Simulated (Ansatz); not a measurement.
## Eu, bcc: geometry optimisation

All numbers below come from Ansatz, DFT, m-r2SCAN, plane waves (500 eV) with PAW, scalar-relativistic. The PAW files were generated under PBE, with cores re-solved for the functional.

k-point mesh 10×10×10, Fermi-Dirac smearing 0.05 eV, starting moments 7.00 μB. Cell and atoms relax.

Starting structure:

```yaml
crystal:
  lattice:
    - [-2.2755, 2.2755, 2.2755]
    - [2.2755, -2.2755, 2.2755]
    - [2.2755, 2.2755, -2.2755]
  atoms:
    - { symbol: Eu, position: [0.0, 0.0, 0.0], spin: 7.0 }
hamiltonian:
  xc: mr2scan
  pseudopotentials:
    kind: paw
    azcp:
      Eu: "pseudopotentials/Eu.paw.azcp"
basis:
  ecutwfc: 500
  fft_grid_basis: typed
kpoints:
  mp_grid: { grid: [10, 10, 10], shift: [0, 0, 0] }
magnetization:
  spin_polarized: true
scf:
  occupations: { method: fermi_dirac, width: 0.05 }
relax:
  max_steps: 60
  f_tol: 0.01
  cell: {}
```

Task: What cell does the relaxation end in?

Result: Im-3m (spin ignored) with a = 4.333 Å; 40.69 Å³ per atom against 47.13 at the start (-13.7 %).

Task: How much energy does the relaxation gain?

Result: 38.0 meV per atom.

Task: Which magnetic state does it end in?

Result: ferromagnetic, net 7.52 μB per atom; moments 7.11 μB.

Real europium orders as a helical antiferromagnet, which these cells can't hold.

Open f shells have many self-consistent states, so the state found may not be the lowest.

m-r²SCAN is r²SCAN on the gauge-invariant kinetic-energy density; without spin polarisation the two are equal.
